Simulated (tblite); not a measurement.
Species: C4H7O2 (charge +1).
Numbering: `[CH3:1][C+:2]1[O:3][CH2:4][CH2:5][O:6]1` (hydrogens: H7, H8, H9 on C1; H10, H11 on C4; H12, H13 on C5)

Computed with GFN2-xTB (tblite), gas phase: Langevin dynamics at 300 K from the optimised GFN2-xTB geometry, time step 0.5 fs, friction 0.01 fs⁻¹, 2000 steps. The instantaneous temperature is 2·E(kin)/(3Nk) with all 3N coordinates.

```tsv
t (fs)	T (K)	E(pot) above start (eV)	C1–C2 (Å)	C2–O3 (Å)	O3–C4 (Å)	C4–C5 (Å)	C5–O6 (Å)	C1–H7 (Å)
0	250	0.000	1.462	1.278	1.439	1.542	1.439	1.094
25	224	0.194	1.496	1.280	1.440	1.560	1.445	1.082
50	248	0.175	1.468	1.258	1.431	1.565	1.455	1.126
75	201	0.251	1.478	1.262	1.459	1.501	1.466	1.106
100	258	0.258	1.472	1.262	1.412	1.507	1.439	1.046
125	206	0.403	1.527	1.272	1.423	1.566	1.442	1.103
150	204	0.380	1.500	1.237	1.445	1.586	1.393	1.153
175	244	0.372	1.466	1.225	1.497	1.515	1.446	1.063
200	318	0.248	1.460	1.251	1.426	1.530	1.466	1.065
225	202	0.477	1.515	1.330	1.432	1.580	1.432	1.116
250	298	0.368	1.451	1.329	1.406	1.556	1.385	1.098
275	310	0.432	1.413	1.303	1.458	1.492	1.507	1.103
300	285	0.489	1.403	1.296	1.453	1.541	1.540	1.066
325	348	0.381	1.499	1.282	1.455	1.608	1.405	1.088
350	396	0.387	1.489	1.263	1.433	1.592	1.384	1.102
375	326	0.485	1.477	1.258	1.446	1.547	1.564	1.073
400	267	0.401	1.470	1.260	1.465	1.568	1.440	1.105
425	325	0.328	1.480	1.279	1.448	1.570	1.395	1.131
450	209	0.471	1.471	1.297	1.457	1.555	1.468	1.106
475	238	0.442	1.439	1.300	1.467	1.528	1.473	1.060
500	330	0.327	1.427	1.296	1.427	1.579	1.386	1.083
525	276	0.385	1.438	1.291	1.419	1.556	1.465	1.107
550	307	0.387	1.424	1.288	1.470	1.503	1.455	1.060
575	309	0.424	1.431	1.287	1.518	1.526	1.441	1.126
600	360	0.311	1.478	1.276	1.400	1.618	1.433	1.080
625	308	0.371	1.493	1.294	1.388	1.560	1.408	1.055
650	272	0.347	1.437	1.286	1.462	1.537	1.480	1.105
675	305	0.343	1.456	1.268	1.509	1.517	1.482	1.122
700	333	0.250	1.480	1.285	1.390	1.572	1.405	1.085
725	250	0.287	1.451	1.305	1.431	1.576	1.458	1.070
750	288	0.255	1.453	1.288	1.476	1.522	1.479	1.083
775	239	0.434	1.398	1.275	1.462	1.476	1.384	1.103
800	371	0.390	1.440	1.275	1.470	1.588	1.415	1.102
825	288	0.660	1.452	1.268	1.427	1.599	1.486	1.072
850	335	0.545	1.462	1.246	1.459	1.500	1.436	1.078
875	277	0.575	1.442	1.249	1.461	1.513	1.422	1.065
900	395	0.364	1.517	1.257	1.510	1.572	1.455	1.128
925	383	0.507	1.473	1.240	1.409	1.576	1.418	1.101
950	275	0.605	1.487	1.255	1.420	1.538	1.428	1.058
975	335	0.534	1.439	1.282	1.444	1.563	1.528	1.088
1000	445	0.390	1.485	1.294	1.449	1.561	1.490	1.100
```

Task: From 500 fs on, how do temperature and potential energy compare with equipartition?

Result: The mean temperature of these 21 frames is 318 K against the target 300 K, and the mean potential energy 0.41 eV against 33 × kT/2 = 0.43 eV for 33 classical harmonic modes. For 13 atoms in a canonical ensemble the temperature itself scatters by T·√(2/(3N)) = 68 K; here its standard deviation is 50 K. The whole run lasts only 10 friction times of 100 fs, so these averages carry a wide statistical error.

Task: What are the kinetic and total energies of the listed frame with the highest potential energy?

Result: The one at 825 fs, 0.660 eV above the start. Its kinetic energy is 3NkT/2 = 0.483 eV at 288 K, so the sum is 1.14 eV; over the listed frames the sum runs from 0.42 to 1.15 eV, since the thermostat adds and removes energy.

Task: How much do the listed bonds fluctuate from 500 fs on?

Result: 
```tsv
bond	at the start (Å)	mean (Å)	standard deviation (Å)
C1–C2	1.462	1.455	0.027
C2–O3	1.278	1.276	0.018
O3–C4	1.439	1.448	0.037
C4–C5	1.542	1.550	0.035
C5–O6	1.439	1.445	0.036
C1–H7	1.094	1.089	0.021
```

The motion is classical and holds no zero-point motion.

The cost below is that of the whole dynamics run. Time: 5.5 s; peak memory 0.18 GiB. Hardware: AMD EPYC 9R14, one thread, no GPU, on a shared host.
